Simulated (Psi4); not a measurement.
# NCO (nco radical) at 3 levels

Aim: a comparison of 3 runs (UHCTH/120/aug-pcseg-0, UB3LYP/6-31G*) of NCO (nco radical). 

Program for the calculation: Psi4 1.11.

3 further runs of the same task are left out: 2 that didn't finish, 1 set aside as unsound or not needed.

### Step 1. The molecule

NCO: 3 atoms, total charge 0, spin state doublet. As SMILES, `[N]=C=O`. The shape is that of a PBE0-D4/def2-TZVP optimisation.

Bond lengths: N1–C2 1.222 Å, C2–O3 1.171 Å. Angles: N1–C2–O3 180.0°.

### Step 2. A single-point energy at UHCTH/120/aug-pcseg-0 (density fitting, ddPCM tetrahydrofuran) (run 1)

calc.inp

```
memory 1600 mb

molecule {
  0 2
  N      0.968200     0.423100     0.579200
  C     -0.013800    -0.006000    -0.008300
  O     -0.954400    -0.417100    -0.571000
  symmetry c1
}

set globals {
  basis aug-pcseg-0
  reference uks
  ddx true
  ddx_model pcm
  ddx_solvent tetrahydrofuran
  ddx_radii_set uff
}

E, wfn = energy("hcth120", return_wfn=True)
print_variables()
```

Command:

```console
psi4 -n 1 calc.inp calc.out
```

calc.out:

```text
[...]
  Running in c1 symmetry.
[...]
  Nuclear repulsion =   52.268880456139911
[...]
  Multiplicity = 2
[...]
  Nalpha       = 11
  Nbeta        = 10
[...]
    Number of basis functions: 39
[...]
   @DF-UKS iter   1:  -167.37070634441343   -2.08584e-01   1.47568e-02 ADIIS/DIIS
[...]
   @DF-UKS iter   9:  -167.50926610590940   -2.19360e-08   7.56825e-07 DIIS
[...]
   @S^2 Observed:                7.577054011E-01
[...]
    Orbital Energies [Eh]
    ---------------------
    Alpha Occupied:
       1A    -18.906513     2A    -14.099253     3A    -10.079864
       4A     -1.133724     5A     -0.938034     6A     -0.521794
       7A     -0.498987     8A     -0.477723     9A     -0.403146
      10A     -0.347042    11A     -0.315000
    Alpha Virtual:
      12A     -0.043898    13A     -0.024278    14A     -0.023121
      15A      0.050415    16A      0.064013    17A      0.065626
      18A      0.123806    19A      0.129232    20A      0.159180
      21A      0.161325    22A      0.223357    23A      0.252568
      24A      0.262563    25A      0.263256    26A      0.301768
[...]
  @DF-UKS Final Energy:  -167.50926610590940
   => Energetics <=
    Nuclear Repulsion Energy =             52.2688804561399110
    One-Electron Energy =                -329.8604292161705303
    Two-Electron Energy =                 130.7404503059497074
    DFT Exchange-Correlation Energy =     -20.6542510414889797
    Empirical Dispersion Energy =           0.0000000000000000
    VV10 Nonlocal Energy =                  0.0000000000000000
    DD Solvation Energy =                 -0.0039166103395312
    Total Energy =                       -167.5092661059094041
[...]
 Multipole Moments:
 ------------------------------------------------------------------------------------
     Multipole            Electronic (a.u.)      Nuclear  (a.u.)        Total (a.u.)
 ------------------------------------------------------------------------------------
 L = 1.  Multiply by 2.5417464519 to convert [e a0] to [Debye]
 Dipole X            :          0.0000444           -0.0000003            0.0000440
 Dipole Y            :         -0.0000250            0.0000002           -0.0000248
 Dipole Z            :         -0.3396559           -0.0091017           -0.3487576
 Magnitude           :                                                    0.3487576
[...]
```

Wall time 3.9 s (1 thread of Intel Xeon Platinum 8375C at 2.90GHz (Ice Lake), shared host); peak memory 0.28 GiB.

### Step 3. The energy at UHCTH/120/aug-pcseg-0 (sfX2C, density fitting, ddPCM tetrahydrofuran) (run 2)

input.inp

```
memory 1600 mb

molecule m {
  0 2
  N      1.82963283     0.79954312     1.09452937
  C     -0.02607822    -0.01133836    -0.01568473
  O     -1.80355461    -0.78820477    -1.07903362
  units bohr
  symmetry c1
}

set globals {
  basis         aug-pcseg-0
  reference     uks
  relativistic  x2c
  ddx           true
  ddx_model     pcm
  ddx_solvent   tetrahydrofuran
  ddx_radii_set uff
}

e_tot, wfn = energy("hcth120", return_wfn=True)
```

Command:

```console
psi4 -i input.inp -o input.out -n 1
```

input.out:

```text
[...]
  Running in c1 symmetry.
[...]
  Nuclear repulsion =   52.268880537421687
[...]
  Multiplicity = 2
[...]
  Nalpha       = 11
  Nbeta        = 10
[...]
    Number of basis functions: 39
[...]
    WARNING: The X2C and Dirac Hamiltonians have substatially different eigenvalues!
             This is probably caused by the recontraction of the basis set.
[...]
   @DF-UKS iter   1:  -167.46092681537607   -2.10692e-01   1.48567e-02 DIIS/ADIIS
[...]
   @DF-UKS iter   9:  -167.60114850317663   -2.15310e-08   7.54834e-07 DIIS
[...]
   @S^2 Observed:                7.576943822E-01
[...]
    Orbital Energies [Eh]
    ---------------------
    Alpha Occupied:
       1A    -18.920992     2A    -14.107308     3A    -10.083539
       4A     -1.135602     5A     -0.938763     6A     -0.522432
       7A     -0.498252     8A     -0.476993     9A     -0.403424
      10A     -0.346371    11A     -0.314340
    Alpha Virtual:
      12A     -0.043304    13A     -0.023695    14A     -0.023437
      15A      0.050284    16A      0.063979    17A      0.065596
      18A      0.123879    19A      0.128879    20A      0.159211
      21A      0.161355    22A      0.223371    23A      0.252336
      24A      0.262595    25A      0.263287    26A      0.301579
[...]
  @DF-UKS Final Energy:  -167.60114850317663
   => Energetics <=
    Nuclear Repulsion Energy =             52.2688805374216869
    One-Electron Energy =                -329.9850449717928313
    Two-Electron Energy =                 130.7804522478377010
    DFT Exchange-Correlation Energy =     -20.6615604492157701
    Empirical Dispersion Energy =           0.0000000000000000
    VV10 Nonlocal Energy =                  0.0000000000000000
    DD Solvation Energy =                 -0.0038758674274002
    Total Energy =                       -167.6011485031766313
[...]
 Multipole Moments:
 ------------------------------------------------------------------------------------
     Multipole            Electronic (a.u.)      Nuclear  (a.u.)        Total (a.u.)
 ------------------------------------------------------------------------------------
 L = 1.  Multiply by 2.5417464519 to convert [e a0] to [Debye]
 Dipole X            :          0.0000439           -0.0000003            0.0000436
 Dipole Y            :         -0.0000245            0.0000002           -0.0000243
 Dipole Z            :         -0.3405169           -0.0091017           -0.3496185
 Magnitude           :                                                    0.3496186
[...]
```

Wall time 4.8 s (1 thread of Intel Xeon Platinum 8375C at 2.90GHz (Ice Lake), shared host); peak memory 0.27 GiB.

### Step 4. A single-point energy at UB3LYP/6-31G(d) (spherical functions) (run 3)

calc.py

```python
import psi4

psi4.set_memory(1600000000)
psi4.set_num_threads(1)
psi4.core.set_output_file('cno.out', False)

m = psi4.geometry("""
0 2
N      0.968200     0.423100     0.579200
C     -0.013800    -0.006000    -0.008300
O     -0.954400    -0.417100    -0.571000
symmetry c1
no_reorient
no_com
""")

psi4.set_options({
    'basis': '6-31G*',
    'reference': 'uks',
    'puream': True,
    'e_convergence': 1e-09,
    'd_convergence': 1e-08,
    'scf_type': 'pk',
    'dft_radial_points': 99,
    'dft_spherical_points': 590,
    'maxiter': 200,
})

e, wfn = psi4.energy('B3LYP', return_wfn=True)
psi4.oeprop(wfn, 'MAYER_INDICES', 'WIBERG_LOWDIN_INDICES', 'QUADRUPOLE', title='B3LYP')
print(f'B3LYP energy: {e:.10f} Eh')
```

Command:

```console
python calc.py
```

cno.out:

```text
[...]
  Running in c1 symmetry.
[...]
  Nuclear repulsion =   52.268880456139925
[...]
  Multiplicity = 2
[...]
  Nalpha       = 11
  Nbeta        = 10
[...]
    Number of basis functions: 42
[...]
   @UKS iter   1:  -167.90936268604128   -3.83333e-01   1.06375e-02 ADIIS/DIIS
[...]
   @UKS iter  13:  -167.99678965493098   -2.55795e-13   4.32288e-09 DIIS
[...]
   @S^2 Observed:                7.618939477E-01
[...]
    Orbital Energies [Eh]
    ---------------------
    Alpha Occupied:
       1A    -19.266454     2A    -14.411150     3A    -10.347073
       4A     -1.167001     5A     -0.966238     6A     -0.565474
       7A     -0.520188     8A     -0.497574     9A     -0.435037
      10A     -0.366324    11A     -0.328595
    Alpha Virtual:
      12A      0.021765    13A      0.043376    14A      0.115156
      15A      0.375924    16A      0.480381    17A      0.489960
      18A      0.602920    19A      0.612938    20A      0.711117
      21A      0.735613    22A      0.766016    23A      0.949093
      24A      0.966371    25A      1.009120    26A      1.316218
[...]
  @UKS Final Energy:  -167.99678965493098
   => Energetics <=
    Nuclear Repulsion Energy =             52.2688804561399252
    One-Electron Energy =                -331.2337801160320510
    Two-Electron Energy =                 127.7987782510489012
    DFT Exchange-Correlation Energy =     -16.8306682460877610
    Empirical Dispersion Energy =           0.0000000000000000
    VV10 Nonlocal Energy =                  0.0000000000000000
    Total Energy =                       -167.9967896549309785
[...]
 Multipole Moments:
 ------------------------------------------------------------------------------------
     Multipole            Electronic (a.u.)      Nuclear  (a.u.)        Total (a.u.)
 ------------------------------------------------------------------------------------
 L = 1.  Multiply by 2.5417464519 to convert [e a0] to [Debye]
 Dipole X            :          1.5383126           -1.7774764           -0.2391638
 Dipole Y            :          0.6723999           -0.7768664           -0.1044665
 Dipole Z            :          0.9215735           -1.0646717           -0.1430982
 Magnitude           :                                                    0.2976402
 L = 2.  Multiply by 1.3450342976 to convert [e a0^2] to [Debye ang]
 Quadrupole XX       :        -63.0029104           49.4594486          -13.5434619
 Quadrupole XY       :        -22.6127821           21.6144293           -0.9983528
[...]
```

The script printed:

```text
B3LYP energy: -167.9967896549 Eh
```

Wall time 8.7 s (1 thread of Intel Xeon Platinum 8375C at 2.90GHz (Ice Lake), shared host); peak memory 0.4 GiB.

### Step 5. All runs side by side

```csv
run,level,radii,integrals,energy (Eh),dipole moment (D),HOMO energy (eV),LUMO energy (eV),wall time
1,"UHCTH/120/aug-pcseg-0 (density fitting, ddPCM tetrahydrofuran)",UFF,df,-167.509266,0.89,-8.02,-7.66,3.9 s
2,"UHCTH/120/aug-pcseg-0 (sfX2C, density fitting, ddPCM tetrahydrofuran)",UFF,df,-167.601149,0.89,-8.00,-7.65,4.8 s
3,UB3LYP/6-31G* (spherical functions),–,pk,-167.996790,0.76,-8.53,-5.94,8.7 s
```

### Step 6. What came out

```
                                 quantity          value
                      run 3: total energy  -167.99679 Eh
                     run 3: dipole moment         0.76 D
run 3: HOMO energy (highest over α and β)       -8.53 eV
 run 3: LUMO energy (lowest over α and β)       -5.94 eV
                              run 3: ⟨S²⟩          0.762
```

**Reading.** The dipole moment (its size) runs from 0.76 D (UB3LYP/6-31G*) to 0.89 D (UHCTH/120/aug-pcseg-0). The two ends differ in method and basis and solvent and Hamiltonian. Totals of different functionals can't be ranked against each other. All runs together took 17 s, the longest 8.7 s.
